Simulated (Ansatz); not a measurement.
```yaml
crystal:
  periodic: [false, false, false]
  atoms:
    - {symbol: As, position_ang: [-0.192440, -0.000384, 0.000061]}
    - {symbol: Be, position_ang: [1.914947, 0.003819, -0.000602]}
    - {symbol: H, position_ang: [-1.410966, 1.084693, -0.001818]}
    - {symbol: H, position_ang: [-1.406627, -1.090311, 0.002705]}
basis:
  gaussian: {orbitals: def2-TZVP}
magnetization: {spin_polarized: true, initial_magnetization: 3}
hamiltonian: {xc: pbe0}
relax: {f_tol: 0.004, max_steps: 80}
```

```sh
$ ansatz run in.yaml --threads 1 --pin off --events-out ev --progress --plain --max-ram 2176MiB
```

Steps of the relaxation (energy above the last step; positions in Å, forces in eV/Å):

```
4
step 1, 188.0 meV
As   -0.192    0.000    0.000   -2.391   -0.005    0.001
Be    1.915    0.004   -0.001    0.140    0.000    0.000
H    -1.411    1.085   -0.002    1.126   -0.332    0.000
H    -1.407   -1.090    0.003    1.125    0.337   -0.001
```

```
4
step 2, 88.9 meV
As   -0.321   -0.001    0.000   -0.084    0.000    0.000
Be    1.803    0.004   -0.001    0.132    0.000    0.000
H    -1.291    1.238   -0.002   -0.022   -0.760    0.002
H    -1.286   -1.243    0.003   -0.025    0.760   -0.002
```

```
4
step 3, 2.2 meV
As   -0.292   -0.001    0.000   -0.012    0.000    0.000
Be    1.839    0.004   -0.001    0.060    0.000    0.000
H    -1.324    1.143   -0.002   -0.024   -0.103    0.000
H    -1.319   -1.148    0.003   -0.024    0.103    0.000
```

```
4
step 5, 0.0 meV
As   -0.286   -0.001    0.000   -0.001    0.000    0.000
Be    1.851    0.004   -0.001    0.001    0.000    0.000
H    -1.332    1.126   -0.002    0.000    0.000    0.000
H    -1.328   -1.132    0.003    0.000    0.000    0.000
```

Close pairs at the end: As1–H4 1.537 Å, As1–H3 1.537 Å, As1–Be2 2.137 Å.

A stationary point of unrestricted PBE0 after 5 steps, with ⟨S²⟩ = 3.754 against 3.75 for a pure state; no frequencies were run, so it isn't proven a minimum. 13 s on 1 thread of Intel Xeon Platinum 8488C, shared host.
